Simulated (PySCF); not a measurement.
C3H5FS.
Cartesian coordinates in Å at the GFN2-xTB level; atoms count from 1:
```
atom  x, y, z in Å
C1     1.422    0.070    0.374
C2     0.988   -0.849   -0.470
S3    -0.652   -1.078   -1.055
C4    -1.508    0.414   -0.478
F5    -1.745    0.401    0.862
H6     0.785    0.807    0.831
H7     2.461    0.104    0.651
H8     1.635   -1.600   -0.896
H9    -0.905    1.296   -0.706
H10   -2.473    0.439   -0.989
```

Jobs on this species (10 atoms, 48 electrons) with PySCF (density fitting). Hardware of each: one thread of an Arm Neoverse V1, on a shared host. Other jobs ran on the host; a repeat could differ by tens of per cent or more. Peak memory is the resident size of the whole Python process, interpreter and libraries included.

```json
{"level and settings": "LDA/pcSseg-1", "work": "shieldings, charges and field gradients", "basis functions": "117", "SCF cycles": "?", "wall time": "?", "peak memory": "?"}
{"level and settings": "PBE0/pcSseg-1", "work": "shieldings, charges and field gradients", "basis functions": "117", "SCF cycles": "?", "wall time": "?", "peak memory": "?"}
{"level and settings": "PBE0/def2-SVPD", "work": "6 singlets by full TDDFT, 2 Tamm–Dancoff triplets, polarisability", "basis functions": "150", "SCF cycles": "14", "wall time": "10 s", "peak memory": "0.62 GiB"}
{"level and settings": "OLYP/pcSseg-0", "work": "1 singlet by TDA, 2 Tamm–Dancoff triplets, polarisability, density and orbital grids written", "basis functions": "59", "SCF cycles": "14", "wall time": "6.5 s", "peak memory": "0.58 GiB"}
{"level and settings": "CAM-B3LYP/pcSseg-1", "work": "shieldings, charges and field gradients", "basis functions": "117", "SCF cycles": "12", "wall time": "9.3 s", "peak memory": "0.72 GiB"}
{"level and settings": "PBE0/pcSseg-2, IEF-PCM acetone, grid level 3, fitting basis def2-qzvpp-jkfit", "work": "shieldings, charges and field gradients", "basis functions": "257", "SCF cycles": "10", "wall time": "28 s", "peak memory": "0.85 GiB"}
{"level and settings": "PBE/6-311+G(2d,p), start guess vsap", "work": "spin–spin couplings from 9 perturbed nuclei, spin–dipole term for 1 of them", "basis functions": "173", "SCF cycles": "14", "wall time": "18 s", "peak memory": "0.48 GiB"}
{"level and settings": "PBE0/IGLO-II, IEF-PCM chloroform", "work": "shieldings", "basis functions": "153", "SCF cycles": "13", "wall time": "8.0 s", "peak memory": "0.79 GiB"}
```

Question: Fill in the missing figures.

Answer: 
- LDA/pcSseg-1; shieldings, charges and field gradients: 9.6 s, 0.48 GiB, 14 SCF cycles
- PBE0/pcSseg-1; shieldings, charges and field gradients: 7.8 s, 0.50 GiB, 13 SCF cycles

Question: What do all jobs in the table cost together?

Answer: About 97 s; the longest takes about 29 % of that, and about 4.3 times as long as the shortest.
